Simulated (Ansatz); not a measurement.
Multireference treatment of C3H5N, singlet

Program: Ansatz, Gaussian basis, development build; NEVPT3, NEVPT4(SD), MRCISD by development code. Basis cc-pVTZ, nonrelativistic, 4 orbitals frozen in the corrections. State-specific CASSCF; RHF is the lowest restricted (open-shell) Hartree–Fock solution met. Single-reference values can break down or jump between states where bonds are stretched. Solutions may break the symmetry of the shape. No proof that the lowest CASSCF solution was found.

Geometry:

```xyz
9

C     0.0000   -0.0730   -1.7285
N     0.0000    0.4839   -0.5719
C     0.0000   -0.3793    0.5400
C     0.0000    0.1208    1.7809
H     0.0000    0.5559   -2.6157
H     0.0000   -1.1598   -1.8820
H     0.0000   -1.4593    0.3596
H     0.0000    1.1931    1.9384
H     0.0000   -0.5283    2.6484
```

Question: What do CASSCF and its corrections give against RHF in CAS(4,4), and what are the occupations?

Answer: CASSCF -1.623 eV, SC-NEVPT2 -18.739 eV, FIC-NEVPT2 -18.754 eV, NEVPT3 -19.544 eV, NEVPT4(SD) -20.088 eV, MRCISD -17.234 eV; occupations 1.93, 1.89, 0.12, 0.07. The MRCI reference weight is 0.866.

Question: How do single-reference totals in the same basis and frozen core stand against SC-NEVPT2 in CAS(4,4)?

Answer: CCSD(T) -1.656 eV. Coupled cluster stands on the determinant that it favours, which can lie over the RHF solution above, and is in doubt where the occupations are far from 0, 1 and 2.

Question: Roughly how much CPU time does a whole run from the default start take (median of such runs, summed over threads; nearly all runs on one pinned thread of a shared server, mostly Xeon at 2.3 to 2.6 GHz, by a development driver)?

Answer: CAS(4,4): about 19 s. Other jobs ran beside these, and the count of passes differs.
